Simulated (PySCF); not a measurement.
## MgAl: frontier orbitals

MN15 at R = 2.917 Å; Mg jorge-DZP-DKH, Al jorge-DZP-DKH; spin-free X2C with a Gaussian nucleus (PySCF 2.14). State: ²Π (doublet), unpaired electrons π ↑. Only the outer orbitals are listed, counted within each symmetry.

```
spin  orbital  occ.  ε (eV)  on Mg (%)            main shells (%)
   α       2π     1  -52.36        100                   100 Mg p
   α       6σ     1  -52.36        100                   100 Mg p
   α       2π     1  -52.35        100                   100 Mg p
   α       7σ     1   -9.49         21           79 Al s, 14 Mg s
   α       8σ     1   -5.83         69  68 Mg s, 19 Al p, 11 Al s
   α       3π     1   -3.78         20           80 Al p, 18 Mg p
   α       3π     0   -1.89         27           73 Al p, 25 Mg p
   α       9σ     0   -1.76         49  50 Al p, 30 Mg p, 18 Mg s
   α       4π     0   -0.07         83           82 Mg p, 16 Al p
   β       2π     1  -52.37        100                   100 Mg p
   β       6σ     1  -52.36        100                   100 Mg p
   β       2π     1  -52.34        100                   100 Mg p
   β       7σ     1   -8.87         19           81 Al s, 15 Mg s
   β       8σ     1   -5.64         76  74 Mg s, 12 Al s, 11 Al p
   β       3π     0   -1.52         36           64 Al p, 34 Mg p
   β       9σ     0   -1.33         47   52 Al p, 38 Mg p, 9 Mg s
   β       3π     0   -1.13         45           55 Al p, 44 Mg p
```

Task: Which are the highest filled and the lowest empty level, where do they sit, and how wide is the gap?

Result: Highest filled α 3π at -3.78 eV (in %: 80 Al p, 18 Mg p); lowest empty α 3π at -1.89 eV (in %: 73 Al p, 25 Mg p); the gap at MN15 is 1.89 eV. Both belong to one degenerate shell, split only by its one-sided filling, so this is no excitation gap.

```json
{
  "bond order (Mayer)": "1.01",
  "⟨S²⟩": "0.766",
  "charge on Mg (Mulliken, basis-dependent)": "-0.05",
  "charge on Mg (Löwdin, basis-dependent)": "-0.08",
  "dipole moment (positive dipole means Mg(−)Al(+))": "-1.08 D"
}
```

The state was picked by a PBE0 search and need not be the measured ground state.
